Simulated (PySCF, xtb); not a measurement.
# Relative energy of two structures of CH2BLi

We compare a, `[Li][B]=C`, a singlet, with b, a singlet given by its coordinates. Both are isolated molecules in the gas phase, relaxed with PBE0-D3(BJ)/def2-SVP.

a (Å):

```yaml
atoms:
  - { symbol: C, position_ang: [1.1930, -0.1385, -0.5083] }
  - { symbol: B, position_ang: [0.1002, -0.3261, 0.3618] }
  - { symbol: Li, position_ang: [-1.5409, -0.6079, 1.6711] }
  - { symbol: H, position_ang: [2.1507, 0.2801, -0.1729] }
  - { symbol: H, position_ang: [1.1537, -0.3995, -1.5737] }
```

b (Å):

| atom | x (Å) | y (Å) | z (Å) |
| --- | --- | --- | --- |
| C | 1.2880 | -1.2973 | 1.5939 |
| B | 1.0282 | -1.3255 | 0.2839 |
| Li | -0.5732 | -0.6188 | 1.7022 |
| H | 0.6863 | -1.3084 | -0.8591 |
| H | 1.6967 | -1.3514 | 2.5960 |

Close contacts (Å): C1–B2 1.34, C1–Li3 1.98, B2–Li3 2.25, C1–H5 1.08, B2–H4 1.19.

Quicker runs give these differences E(b) − E(a): GFN2-xTB −60.2 kJ/mol; HF/STO-3G −62.1 kJ/mol (at GFN2-xTB geometries); r2SCAN-D4/def2-SVP −79.9 kJ/mol (at GFN2-xTB geometries).

Question: Estimate E(b) − E(a) at the level CCSD(T)/def2-TZVPP.

Answer: Calculated at CCSD(T)/def2-TZVPP: E(b) − E(a) = −79.4 kJ/mol, so structure b lies lower.

Level by level:

| level | geometry | E(b) − E(a) (kJ/mol) | departure from the last row (kJ/mol) | job, with rough time for the two |
| --- | --- | --- | --- | --- |
| GFN2-xTB | GFN2-xTB | −60.2 | +19.2 | optimisation, 0.32 s |
| HF/STO-3G | GFN2-xTB | −62.1 | +17.3 | single point, 2.9 s |
| r2SCAN-D4/def2-SVP | GFN2-xTB | −79.9 | −0.6 | single point, 12 s |
| PBE0-D3(BJ)/def2-SVP | PBE0-D3(BJ)/def2-SVP | −75.8 | +3.6 | optimisation, 2 min |
| HF/def2-TZVPP | PBE0-D3(BJ)/def2-SVP | −47.8 | +31.6 | part of the CCSD(T) run |
| MP2/def2-TZVPP | PBE0-D3(BJ)/def2-SVP | −97.5 | −18.2 | part of the CCSD(T) run |
| CCSD(T)/def2-TZVPP | PBE0-D3(BJ)/def2-SVP | −79.4 |  | single point, 68 s |

None of the levels shown reverses the order. The largest departure from CCSD(T)/def2-TZVPP is that of HF/def2-TZVPP, 31.6 kJ/mol.

With harmonic frequencies from PBE0-D3(BJ)/def2-SVP (ideal gas, rigid rotor, one conformer each, 298.15 K, 1 atm): the zero-point term adds −0.2 kJ/mol; ΔH is −80.9 and ΔG −80.6 kJ/mol.

The correlated steps freeze 2 core orbitals; the last core shell of Li is correlated, in a basis made for valence electrons. Codes used: PySCF 2.14.0, xtb 6.7.1; the last row on 2 threads of Intel(R) Xeon(R) Processor @ 2.50GHz (Skylake/Cascade Lake) on a shared host.
